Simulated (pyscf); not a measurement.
PySCF, gas phase, ωB97X-D3(BJ)/def2-SVP geometries.

Problem. PBE/def2-TZVP puts the barrier of H₂N–SiH₂–F + silane (SiH₄) → F–SiH₂–NH–SiH₃ + hydrogen (H₂) (four-centre exchange; singlet surface; H–N, H–Si broken, N–Si, H–H formed) at 43.2 kcal/mol and the reaction energy at -4.9 kcal/mol, from the separated reactants. What do r²SCAN/def2-TZVP, B3LYP-D3(BJ)/def2-TZVP, ωB97M-D3(BJ)/def2-TZVP give on the same structures?

Solution. r²SCAN: ΔE‡ = 44.2 kcal/mol, ΔE = -7.2 kcal/mol; B3LYP-D3(BJ): ΔE‡ = 46.9 kcal/mol, ΔE = -7.3 kcal/mol; ωB97M-D3(BJ): ΔE‡ = 47.4 kcal/mol, ΔE = -6.8 kcal/mol. PBE's barrier lies under all of them, by 1.1 to 4.2 kcal/mol. Its reaction energy lies over all of them, by 1.9 to 2.4 kcal/mol. This is the saddle that the search found; another between the same sides may lie lower.
